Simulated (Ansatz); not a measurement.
Ansatz (a program for electronic structure) input (CCSD(T)/6-31G*):

Ansatz 0.2 input:
```yaml
crystal:
  periodic: [false, false, false]
  atoms:
    - {symbol: N, position_ang: [-0.00356243, 0.11201664, 0.09548205]}
    - {symbol: H, position_ang: [0.80776927, -0.37468272, -0.32489897]}
    - {symbol: H, position_ang: [-0.78283228, -0.40943375, -0.34347535]}
basis:
  gaussian:
    orbitals: 6-31G*
total_charge: -1
magnetization: {spin_polarized: false}
correlation: {method: ccsd_t, electrons: outside_noble_gas}
```

Output:

```
Functional definition: HF
integrals: 0.00 GiB planned
201 factors; integrals over basis functions are off by at most 6.6e-4 eV
mean field: 0.04 GiB planned
mean field evaluation 1: about -1509.0865 eV, gradient 1.3e1 eV
mean field evaluation 2: about -1509.0874 eV, gradient 1.3e1 eV
mean field evaluation 4: about -1509.5760 eV, gradient 7.8e-1 eV
mean field evaluation 8: about -1509.5786 eV, gradient 1.2e-2 eV
mean field evaluation 16: about -1509.5776 eV, gradient 3.3e-1 eV
mean field -1509.57864927 eV, -55.4759921314 hartree, gradient 1.2e-6 eV, S^2 0.000000; 0 other end points of the search recorded, 0 dependent functions left out
1 core orbitals not correlated
reference -1509.57864927 eV, -55.4759921314 hartree; 4, 4 occupied and 14, 14 virtual orbitals, 201 factors
second order -4.64715667 eV of doubles, -0.00000000 eV of singles
coupled cluster: 0.04 GiB planned
cycle   1  -4.86038593 eV  change   -2.1e-1 eV  update   4.1e-2
cycle   2  -4.98160687 eV  change   -1.2e-1 eV  update   1.3e-2
cycle   3  -5.00350706 eV  change   -2.2e-2 eV  update   4.0e-3
cycle   4  -5.00397833 eV  change   -4.7e-4 eV  update   8.9e-4
cycle   5  -5.00397484 eV  change    3.5e-6 eV  update   2.6e-4
cycle   6  -5.00392644 eV  change    4.8e-5 eV  update   9.8e-5
cycle   7  -5.00392998 eV  change   -3.5e-6 eV  update   2.8e-5
cycle   8  -5.00392189 eV  change    8.1e-6 eV  update   7.5e-6
perturbative correction -0.07558016 eV, -0.0027775196 hartree
Total energy: -1514.65815131 eV, -55.6626603886 hartree
```
